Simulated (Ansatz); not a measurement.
Cost and result for the atomization energy of `C/C=C\C` (12 atoms, 11 bonds).

```csv
atom,x (Å),y (Å),z (Å)
C1,0.936,0.795,1.065
C2,-0.479,0.668,0.612
C3,-0.957,-0.122,-0.346
C4,-0.195,-1.076,-1.202
H5,1.289,1.824,0.950
H6,1.025,0.553,2.129
H7,1.617,0.144,0.516
H8,-1.192,1.302,1.134
H9,-2.027,-0.078,-0.538
H10,-0.313,-0.825,-2.261
H11,0.871,-1.089,-0.978
H12,-0.576,-2.095,-1.080
```

Charge 0, multiplicity 1. Geometry: relaxed with PBE0-D4/def2-TZVP. Program: Ansatz. All runs use 4 threads of an Arm Neoverse V1 on a shared host. Times are those of one run each, without the atoms' runs, and a repeat can differ threefold. Electronic energies, without spin–orbit coupling; frozen cores. CCSD(T)/CBS adds CCSD(T) − MP2 in def2-TZVPP to the MP2 limit, and its time is that of the two runs behind it. T1 = 0.010. HSE06 is the plane-wave form, built on full-range PBE exchange.

CCSD(T)/CBS is a level of theory with its own doubt, some kJ/mol a heavy atom from the limit and from the frozen cores, so smaller differences don't rank the functionals.

```csv
level,functions,atomization (kJ/mol),difference from CCSD(T)/CBS,per bond
CCSD(T)/def2-SVP,96,4663.2,-170.3,-15.5
ωB97X-V/def2-TZVPP,236,4835.5,2.0,0.2
r2SCAN-D4/def2-TZVPP (with forces),236,4848.9,15.4,1.4
MP2/def2-QZVPP,468,4834.8,1.3,0.1
CAM-B3LYP-D4/def2-TZVPP,236,4862.8,29.3,2.7
PBE-QIDH/def2-TZVPP,236,4832.9,-0.6,-0.1
CCSD(T)/CBS(def2),–,4833.5,0.0,0.0
revPBE-D4/def2-TZVPP,236,4832.3,-1.2,-0.1
HSE06-D4/def2-TZVPP,236,4877.1,43.6,4.0
PBE-D4/def2-TZVPP (with forces),236,4932.9,99.4,9.0
BLYP-D4/def2-TZVPP,236,4827.4,-6.1,-0.6
CCSD(T)/def2-TZVPP,236,4735.0,-98.5,-9.0
PBE0-D4/def2-TZVPP,236,4873.9,40.4,3.7
```

(1) Order the runs by time, with rough figures. (Estimate.)

Answers

(1) The calculation gave: revPBE-D4/def2-TZVPP 1.6 s; BLYP-D4/def2-TZVPP 1.6 s; PBE0-D4/def2-TZVPP 1.8 s; PBE-D4/def2-TZVPP (with forces) 2 s; HSE06-D4/def2-TZVPP 2 s; CAM-B3LYP-D4/def2-TZVPP 2.1 s; CCSD(T)/def2-SVP 2.7 s; r2SCAN-D4/def2-TZVPP (with forces) 3.5 s; PBE-QIDH/def2-TZVPP 3.6 s; ωB97X-V/def2-TZVPP 5.5 s; MP2/def2-QZVPP 18 s; CCSD(T)/def2-TZVPP 75 s; CCSD(T)/CBS(def2) 93 s.

From BLYP to BHLYP (50 % exact exchange), in def2-TZVPP and without D4, the atomization energy moves by −65.5 kJ/mol: exact exchange takes away binding that semilocal exchange gives to molecules. At CCSD(T), def2-SVP lies −170.3 kJ/mol from the extrapolated value and def2-TZVPP −98.6 kJ/mol: correlation converges slowly with the basis, and small sets miss more of it in the bonded molecule than in its fragments. Leaving LDA and LC-ωPBE aside and taking each functional with its dispersion term where it has one, the values, not all of them listed here, spread over 192.5 kJ/mol, from BHLYP-D4 to PBE-D4. LDA lies +555.3 kJ/mol from PBE without D4, its usual overbinding.
